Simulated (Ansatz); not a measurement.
# Worked example: correlation energy of HAlGa⁺, triplet

Geometry: that of the HAlGa, doublet, kept fixed. The singlet lies 1.5 eV lower here.

```csv
atom,x (Å),y (Å),z (Å)
Al,0.0000,0.0000,0.3496
Ga,0.0000,0.0000,-2.3209
H,0.0000,0.0000,1.9714
```

Basis 6-31G (Cartesian d functions); Ansatz 0.2.0. Correlated methods freeze the noble-gas cores and the filled d shells of p-block atoms, which leaves 6 electrons in 25 orbitals. Prefix R: restricted or restricted open-shell reference. No spin–orbit coupling is included, and no scalar relativity.

Full CI is exact within this basis and frozen core; it isn't the basis-set limit.

Runs differ by some tens of microhartree through their thresholds and, for an open shell, their frozen cores, so steps under 0.03 kcal/mol mean nothing.

| level | total energy (hartree) |
| --- | --- |
| RHF | -2165.088342 |
| RMP2 | -2165.135697 |
| RCCSD | -2165.160502 |
| RCCSD(T) | -2165.162467 |
| RCCSDT | -2165.163433 |
| RCCSDT(Q) | -2165.163529 |
| full CI | -2165.163535 |

Task: What is the correlation energy at full CI, and what share of it do RMP2 and RCCSDT recover?

Result: E(corr) = -2165.163535 − (-2165.088342) = -0.075193 hartree = -2.046 eV. RMP2: -0.047355 / -0.075193 = 62.98 %. RCCSDT: -0.075091 / -0.075193 = 99.86 %.

Task: By how many kcal/mol does RCCSD(T) miss full CI (1 hartree = 627.509 kcal/mol), and which steps make up the rest?

Result: -2165.162467 − (-2165.163535) = 0.001068 hartree = 0.67 kcal/mol. Steps: RCCSDT − RCCSD(T) = -0.61, RCCSDT(Q) − RCCSDT = -0.06, full CI − RCCSDT(Q) = 0.00 kcal/mol. That is within 1 kcal/mol of the reference in this basis, which itself misses far more of the correlation at the basis-set limit.
